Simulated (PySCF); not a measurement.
# How far each method lies from RCCSDT(Q) for AsH3, singlet

Geometry: a PBE0/def2-TZVP stationary point for this spin, not checked as a minimum.

```tsv
atom	x (Å)	y (Å)	z (Å)
As	0.0002	0.0000	-0.0329
H	1.2593	0.0140	0.8215
H	-0.6489	1.0868	0.8116
H	-0.6239	-1.1021	0.8106
```

Basis 6-31G (Cartesian d functions); PySCF 2.14.0. Only valence electrons are correlated (noble-gas cores and the filled d shells of p-block atoms frozen), which leaves 8 electrons in 21 orbitals. R marks a restricted (for open shells ROHF) determinant. No spin–orbit coupling is included, and no scalar relativity.

Full CI isn't at hand for all of this; RCCSDT(Q) serves as the reference, and is uncertain by the last step of the cluster series or more.

The T1 diagnostic (ROHF- or RHF-based CCSD) is 0.0084 and the largest doubles amplitude (ROHF- or RHF-based CCSD) is 0.060.

| level | E − E(RCCSDT(Q)) (kJ/mol) | share of correlation (%) | wall time |
| --- | --- | --- | --- |
| RHF | 228.8 | 0.00 | – |
| RMP2 | 61.4 | 73.19 | – |
| RCCSD | 3.0 | 98.70 | – |
| RCCSD(T) | 0.6 | 99.73 | 0.38 s |
| RCCSDT | 0.1 | 99.96 | – |

The correlation energy at RCCSDT(Q), counted from RHF, is -2.372 eV. That run took 2.3 s on 1 thread of Arm Neoverse V1, shared host.

Times are those of the correlated step on a shared host, with one SCF added for the restricted CCSD run; they ran on 1 thread of Arm Neoverse V1.
